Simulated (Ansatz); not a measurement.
Isolated molecules relaxed with PBE0-D4/def2-TZVP in Ansatz; ΔE leaves out vibrations. CCSD(T)/CBS is the MP2 limit (def2-TZVPP, def2-QZVPP) plus CCSD(T) − MP2 in def2-TZVPP, frozen cores. This one scheme is used for every species. DFT in def2-TZVPP. Each species was taken in one conformer, which may not be the lowest.

Reaction (substitution at a C–C bond): `C=CC(=C)CC` + HCl → `C=C(Cl)CC` + `C=C`

```json
{"species": "`C=CC(=C)CC`", "BLYP energy (Eh)": "-234.57959"}
{"species": "HCl", "BLYP energy (Eh)": "-460.81404"}
{"species": "`C=C(Cl)CC`", "BLYP energy (Eh)": "-616.80492"}
{"species": "`C=C`", "BLYP energy (Eh)": "-78.57725"}
```

Question: Work out ΔE.

Answer: ΔE = (-616.80492) + (-78.57725) − (-234.57959) − (-460.81404) = 0.01146 Eh = +0.31 eV. CCSD(T)/CBS gives +0.43 eV.

Question: What do rigid-rotor, harmonic-oscillator terms from PBE0-D4/def2-TZVP frequencies (298.15 K, 1 bar) make of the CCSD(T)/CBS value? (Estimate.)

Answer: Ansatz gave: ΔZPE = +0.04 eV, ΔH = +0.46 eV, ΔS = 17 J/(mol·K), ΔG = +0.41 eV.

Largest T1 diagnostic among the species: 0.011.

In def2-TZVPP, CCSD(T) changes the Hartree–Fock value by +0.10 eV (the triples alone add +0.01 eV) and MP2 by +0.11 eV. Leaving LDA and LC-ωPBE aside and taking each functional with its dispersion term where it has one, the values, not all of them listed here, spread over 0.08 eV, from ωB97X-V to B97M-V. LDA lies +0.12 eV from PBE without D4. From BLYP to BHLYP (50 % exact exchange), in def2-TZVPP and without D4, ΔE moves by +0.07 eV.
